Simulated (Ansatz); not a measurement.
For rock-salt MgS, HSE06-D3(BJ) in Ansatz (plane waves, PAW) gives:

```
Property                           Value
------------------------------  --------
equilibrium lattice constant a   5.113 Å
bulk modulus                    87.9 GPa
```

Q: What does Hartree–Fock in Ansatz (plane waves, PAW) give for the same quantities?

A: 
- lattice constant a: 5.285 Å (grows by 3.4 %)
- bulk modulus: 77.0 GPa (drops by 12 %)

For comparison: lattice constant a 5.188 Å (measured, corrected for zero-point motion; as tabulated in Goldzak et al. (2022), arXiv:2208.04865); bulk modulus 81 GPa (measured, corrected for zero-point motion; as tabulated in Goldzak et al. (2022), arXiv:2208.04865).

Changes are worked out from the printed values.

Unless a cell is named, each level is at its own relaxed cell (HSE06-D3(BJ) 16.71, Hartree–Fock 18.45 Å³/atom).

Ansatz's density-functional and Hartree–Fock values are scalar-relativistic unless marked +SOC, with PAW data made under PBE.

Ansatz is a quantum-chemistry and plane-wave program.
